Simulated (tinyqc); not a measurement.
Inside a calculation. Method: RKS/BLYP in the sto-6g basis, for HF, spin multiplicity 1. One step of it, computed by the program tinyqc.

Task: Iteration 2: building the Kohn-Sham matrix. J_ij = sum D_kl (ij|kl); F = H + J + V_xc; E = tr D H + tr D J / 2 + E_xc + E_nn.

D after iteration 1, lower triangle:
```
            1F 1s      1F 2s    1F 2px    1F 2py    1F 2pz     2H 1s
1F 1s    2.115683
1F 2s   -0.500293   2.166596
1F 2px   0.000000   0.000000  2.000000
1F 2py   0.000000   0.000000  0.000000  2.000000
1F 2pz  -0.014646   0.060567  0.000000  0.000000  1.029801
2H 1s    0.046414  -0.254959  0.000000  0.000000  0.026193  0.999112
```

core Hamiltonian H = T + V (hartree), lower triangle:
```
             1F 1s       1F 2s     1F 2px     1F 2py     1F 2pz      2H 1s
1F 1s   -40.781792
1F 2s    -9.092070  -10.750167
1F 2px    0.000000    0.000000  -8.570170
1F 2py    0.000000    0.000000   0.000000  -8.570170
1F 2pz   -0.006097   -0.072095   0.000000   0.000000  -8.601547
2H 1s    -0.538147   -1.381452   0.000000   0.000000  -1.039591  -3.670820
```

Two-electron integrals (ij|kl) in chemists' order, unique and non-zero (hartree):
```
(11|11) 5.406240   (21|11) 0.768129   (21|21) 0.138909   (22|11) 1.266271
(22|21) 0.283987   (22|22) 0.926367   (31|31) 0.029452   (32|31) 0.044681
(32|32) 0.204753   (33|11) 1.266273   (33|21) 0.283987   (33|22) 0.926366
(33|33) 0.998085   (41|41) 0.029452   (42|41) 0.044681   (42|42) 0.204753
(43|43) 0.053789   (44|11) 1.266273   (44|21) 0.283987   (44|22) 0.926366
(44|33) 0.890506   (44|44) 0.998085   (51|51) 0.029452   (52|51) 0.044681
(52|52) 0.204753   (53|53) 0.053789   (54|54) 0.053789   (55|11) 1.266273
(55|21) 0.283987   (55|22) 0.926366   (55|33) 0.890506   (55|44) 0.890506
(55|55) 0.998085   (61|11) 0.047955   (61|21) 0.008324   (61|22) 0.016685
(61|33) 0.016658   (61|44) 0.016658   (61|51) 0.000361   (61|52) 0.000712
(61|55) 0.016738   (61|61) 0.000507   (62|11) 0.140713   (62|21) 0.032124
(62|22) 0.119391   (62|33) 0.117676   (62|44) 0.117676   (62|51) 0.002329
(62|52) 0.018609   (62|55) 0.122820   (62|61) 0.001931   (62|62) 0.020474
(63|31) 0.003302   (63|32) 0.019784   (63|53) 0.003773   (63|63) 0.002772
(64|41) 0.003302   (64|42) 0.019784   (64|54) 0.003773   (64|64) 0.002772
(65|11) 0.105063   (65|21) 0.024290   (65|22) 0.096327   (65|33) 0.092590
(65|44) 0.092590   (65|51) 0.004740   (65|52) 0.033123   (65|55) 0.103802
(65|61) 0.001512   (65|62) 0.020257   (65|65) 0.022533   (66|11) 0.355481
(66|21) 0.082605   (66|22) 0.353254   (66|33) 0.344492   (66|44) 0.344492
(66|51) 0.005887   (66|52) 0.067468   (66|55) 0.370776   (66|61) 0.004972
(66|62) 0.085554   (66|65) 0.097444   (66|66) 0.774999
```

nuclear repulsion = 3.21362679 hartree

V_xc (hartree), lower triangle:
```
            1F 1s      1F 2s     1F 2px     1F 2py     1F 2pz      2H 1s
1F 1s   -3.537178
1F 2s   -0.436432  -0.903298
1F 2px   0.000000   0.000000  -0.919753
1F 2py   0.000000   0.000000   0.000000  -0.919753
1F 2pz  -0.000841  -0.007026   0.000000   0.000000  -0.870384
2H 1s   -0.028254  -0.102529   0.000000   0.000000  -0.078854  -0.433973
```

E_xc = sum of w rho eps_xc = -10.89113673 hartree

Give: Coulomb J; Kohn-Sham matrix F; total energy of this density.

Result:

Coulomb J (hartree), lower triangle:
```
          1F 1s   1F 2s  1F 2px  1F 2py  1F 2pz   2H 1s
1F 1s   20.0753
1F 2s    3.5980  9.3600
1F 2px   0.0000  0.0000  9.3867
1F 2py   0.0000  0.0000  0.0000  9.3867
1F 2pz   0.0095  0.0832  0.0000  0.0000  9.3066
2H 1s    0.2173  1.1999  0.0000  0.0000  0.9762  3.9388
```

Kohn-Sham matrix F (hartree), lower triangle:
```
           1F 1s    1F 2s   1F 2px   1F 2py   1F 2pz    2H 1s
1F 1s   -24.2437
1F 2s    -5.9305  -2.2934
1F 2px    0.0000   0.0000  -0.1032
1F 2py    0.0000   0.0000   0.0000  -0.1032
1F 2pz    0.0026   0.0041   0.0000   0.0000  -0.1653
2H 1s    -0.3491  -0.2841   0.0000   0.0000  -0.1423  -0.1660
```

total energy of this density = -99.523509 hartree

This density is a damped mixture and is not idempotent.
